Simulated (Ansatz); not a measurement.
# SiNHO (quintet): wave-function methods side by side, cc-pVDZ

An exercise on one series of results from a longer session: the logs are not shown, and one member is left open.

The runs use Ansatz 0.2.0, Gaussian basis; cc-pVDZ, core rule «outside noble gas», up to 7 orbitals frozen.

The runs, in order: UHF; CCSD(T) on ROHF; CCSD(T) on UHF; BCCD(T) on ROHF; CISD; CCSDT(Q) on ROHF; CCSDT(Q) on UHF; CASSCF and NEVPT2, 16 electrons in 13 orbitals.

6 further runs of the same task are left out: 6 set aside as unsound or not needed.

### What is computed

The geometry is a PBE0/def2-TZVP stationary point (not a proven minimum) of the parent state, kept for this charge and spin.

4 atoms, charge 0, spin multiplicity 5.

Atoms are counted from 1 here; the program's logs count them from 0.

Bond lengths: O1–N2 1.272 Å, N2–Si3 1.774 Å, N2–H4 1.026 Å. Angles: O1–N2–Si3 124.5°, O1–N2–H4 113.3°, Si3–N2–H4 122.2°.

Coordinates:

```xyz
4
HNOSi
O     0.00000   -0.33747    1.53017
N     0.00000    0.44742    0.52903
Si    0.00000   -0.08256   -1.16393
H     0.00000    1.43971    0.79136
```

The first run:

in.yaml

```yaml
crystal:
  periodic: [false, false, false]
  atoms:
    - {symbol: O, position_ang: [0.000000, -0.337465, 1.530169]}
    - {symbol: N, position_ang: [0.000000, 0.447419, 0.529033]}
    - {symbol: Si, position_ang: [0.000000, -0.082561, -1.163926]}
    - {symbol: H, position_ang: [0.000000, 1.439714, 0.791361]}
basis:
  gaussian: {orbitals: cc-pVDZ}
magnetization: {spin_polarized: true, initial_magnetization: 4}
hamiltonian: {xc: hf}
output: {orbitals: {seedname: orbitals}}
```

Launch:

```sh
$ ansatz run in.yaml --threads 1 --pin off --events-out ev --progress --plain --max-ram 4096MiB --backend cpu
```

Steps of the session up to this table: UHF; CCSD(T) on ROHF; CCSD(T) on UHF; BCCD(T) on ROHF; CISD; CCSDT(Q) on ROHF; CCSDT(Q) on UHF; CASSCF and NEVPT2, 16 electrons in 13 orbitals.

One of the session's tables, all rows but one given; the rest of the session is left out.

```
        method  from RCCSDT(Q) (meV)
           UHF              +11083.8
          RMP2                +890.4
          UMP2               +1354.0
          CISD               +1618.6
         RCCSD                +557.6
         UCCSD                +511.1
      RCCSD(T)                 +97.7
      UCCSD(T)                +136.0
       BCCD(T)                 +94.1
        RCCSDT                 +74.8
        UCCSDT                     ?
     RCCSDT(Q)                     0
     UCCSDT(Q)                  -1.4
CASSCF valence               +8446.8
NEVPT2 valence               +1581.3
```

Q: Estimate the row for UCCSDT from the others.

As computed: from RCCSDT(Q) (meV): +60.9. In the column «from RCCSDT(Q) (meV)» it lies between RCCSDT(Q) (0) and RCCSDT (+74.8).

Caveats from the session: The report flags that the cluster equations may have other roots. Left out of the table: ROHF (another determinant or state than the rows shown). The program flags RCCSD(T), BCCD(T), RCCSDT(Q) as in doubt, so the zero of the table is itself unsure. Warnings: coupled cluster took another determinant than the lowest; large T1 diagnostic. Restricted and unrestricted rows rest on different reference determinants; where their highest levels disagree by more than a few hundredths of an eV, they describe different states and don't form one ladder.
